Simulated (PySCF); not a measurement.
```xyz
3
charge 1 multiplicity 3, angstrom
F     0.0000    0.0000    0.0000
Mg    0.0000    0.0000    1.8961
Mg    0.0000    0.0000   -1.8961
```

Method: PySCF, UPBE0, basis F def2-TZVP, Mg def2-TZVP (no relativity, density fitting).

This geometry of [Mg2F]+ is a stationary point at this level.

(1) What is the point group?

(2) Is it a minimum?

(3) What are the dipole moment and the gap between the highest occupied and lowest empty levels of either spin?

(4) Give the ideal-gas entropy at 298.15 K and 1 bar by parts.

Results:

(1) D∞h.

(2) Yes: all harmonic wavenumbers are real.

(3) 0.00 D about the centre of mass and 2.66 eV.

(4) translation 161.3, rotation 66.2, vibration 34.0, spin 9.1; total 270.7 J/(mol K).

Only a few start shapes were tried, so a lower isomer may exist.
